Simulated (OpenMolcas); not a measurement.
How methods differ on BH2O (SMILES B[O])

The species is BH2O (4 atoms), meant as a doublet with charge 0. As SMILES, `B[O]`. The shape is that of a PBE0-D4/def2-TZVP optimisation.

Each level gives the vertical energy of the quartet above the doublet (eV). The values are calculated.

```
             level                kind     program  value (eV)  less FCI/STO-3G  CPU time (all runs)
       ROHF/STO-3G        Hartree–Fock  OpenMolcas        6.85            -0.77                3.8 s
        UHF/STO-3G        Hartree–Fock  OpenMolcas        6.83            -0.79                2.9 s
     USVWN5/STO-3G                 LDA  OpenMolcas        7.65            +0.03                6.7 s
       UPBE/STO-3G                 GGA  OpenMolcas        7.44            -0.18                8.2 s
     UB3LYP/STO-3G       global hybrid  OpenMolcas        7.41            -0.21                  9 s
    UM06-2X/STO-3G     hybrid meta-GGA  OpenMolcas        7.56            -0.06                 11 s
CASPT2(3,3)/STO-3G      multireference  OpenMolcas        7.60            -0.02                3.6 s
CASSCF(3,3)/STO-3G      multireference  OpenMolcas        7.22            -0.40                3.8 s
        FCI/STO-3G  exact in the basis  OpenMolcas        7.62             0.00                  7 s
```

FCI/STO-3G is exact within its basis and frozen core, so for wave-function methods in that basis the difference is their error; functionals converge differently with the basis, so for them it is only a difference. The values span 6.83 to 7.65 eV. All rows use very small basis sets, so even the best lies far from the true value. CPU times are rough (shared hosts, several kinds of processor): they show what a rung costs within a factor of a few.
